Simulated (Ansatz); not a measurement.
```xyz
8

N    -1.374    0.358   -0.174
Si    0.321    0.197   -0.269
S     1.021   -1.475    0.890
H    -1.961    0.000   -0.908
H    -1.858    0.408    0.707
H     1.032    1.385    0.267
H     0.625    0.026   -1.712
H     2.195   -0.898    1.198
```

The species carries charge 0 and has multiplicity 1.

Q: List the PBE/def2-TZVPP orbital energies in eV (the Gaussian-basis code of Ansatz). (Best estimate.)

A: The calculation gave: Occupied: -2395.44, -1780.13, -380.22, -208.42, -154.58, -154.47, -154.35, -137.77, -94.54, -94.50, -94.48, -21.30, -17.93, -13.17, -12.39, -10.13, -9.85, -8.43, -7.89, -6.41, -5.94. Lowest empty: -0.59, -0.16, 0.17, 1.12, 1.27, 1.75, 1.83, 3.36.
